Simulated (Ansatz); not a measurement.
## How the smallest direct gap on the k points sampled of BiSeBr (Pnma, No. 62; structure not from a measured cell) moves with the method

No measured value is used here.

| level (code) | value (eV) |
|---|---|
| LDA (Ansatz) | 1.49 |
| PBEsol (Ansatz) | 1.56 |
| PBEsol+SOC (Ansatz) | 0.97 |
| r²SCAN (Ansatz) | 1.99 |
| PBE0 (Ansatz) | 2.99 |

Computed values are for a static lattice. Levels without +SOC have no spin–orbit coupling; where heavier elements are present it shifts gaps, mostly down, and can invert bands.  Values are at the PBEsol cell. Cutoffs and k meshes differ between the levels. Ansatz's density-functional and Hartree–Fock values are scalar-relativistic unless marked +SOC, with PAW data made under PBE.

Ansatz is an electronic-structure program.
